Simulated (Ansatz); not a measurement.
Input file:

```yaml
crystal:
  periodic: [false, false, false]
  atoms:
    - {symbol: Cl, position_ang: [0.000000, -0.165216, 1.357873]}
    - {symbol: Si, position_ang: [0.000000, 0.563381, -0.548185]}
    - {symbol: F, position_ang: [0.000000, -0.524541, -1.723546]}
basis:
  gaussian: {orbitals: cc-pVDZ}
magnetization: {spin_polarized: true, initial_magnetization: 2}
correlation: {method: ccsd_t, electrons: outside_noble_gas}
```

```sh
$ ansatz run in.yaml --threads 1 --pin off --events-out ev --progress --plain --max-ram 2393MiB
```

Log:

```
508 factors; integrals over basis functions are off by at most 6.9e-4 eV
mean field evaluation 1: about -23070.0314 eV, gradient 1.7e1 eV
mean field evaluation 2: about -23070.0821 eV, gradient 1.7e1 eV
mean field evaluation 4: about -23071.8236 eV, gradient 2.4e0 eV
mean field evaluation 8: about -23071.9497 eV, gradient 2.0e-1 eV
mean field evaluation 16: about -23071.9507 eV, gradient 1.5e-6 eV
mean field evaluation 32: about -23067.9063 eV, gradient 5.4e-1 eV
mean field evaluation 64: about -23067.9282 eV, gradient 1.1e-2 eV
mean field evaluation 96: about -23067.8537 eV, gradient 4.7e-1 eV
mean field -23071.95074943 eV, -847.8785513116 hartree, gradient 1.5e-6 eV, S^2 2.004624; 0 other end points of the search recorded, 0 dependent functions left out
11 core orbitals not correlated: weight in the atoms' cores, before any rotation towards them, 1.000 or more for the frozen orbitals, at most 0.000 for the correlated occupied ones
reference -23071.95074943 eV, -847.8785513116 hartree; 10, 8 occupied and 29, 31 virtual orbitals, 508 factors
second order -10.20950073 eV of doubles, -0.00000000 eV of singles
cycle   1  -10.43291289 eV  change   -2.2e-1 eV  update   7.8e-2
cycle   2  -10.65455698 eV  change   -2.2e-1 eV  update   2.6e-2
cycle   3  -10.72994582 eV  change   -7.5e-2 eV  update   1.6e-2
cycle   4  -10.72764838 eV  change    2.3e-3 eV  update   5.3e-3
cycle   5  -10.72516237 eV  change    2.5e-3 eV  update   2.4e-3
cycle   6  -10.72626368 eV  change   -1.1e-3 eV  update   1.0e-3
cycle   7  -10.72646205 eV  change   -2.0e-4 eV  update   4.2e-4
cycle   8  -10.72647849 eV  change   -1.6e-5 eV  update   1.8e-4
cycle   9  -10.72650752 eV  change   -2.9e-5 eV  update   7.9e-5
cycle  10  -10.72647508 eV  change    3.2e-5 eV  update   3.6e-5
cycle  11  -10.72648494 eV  change   -9.9e-6 eV  update   1.6e-5
perturbative correction -0.21903447 eV, -0.0080493682 hartree
Total energy: -23082.89626883 eV, -848.2807917306 hartree
```

For the same geometry and basis UCCSDT(Q) lies 46.3 meV lower.

Ran on 1 thread of Arm Neoverse V1, shared host: 2.8 s wall, 0.14 GiB peak host memory.
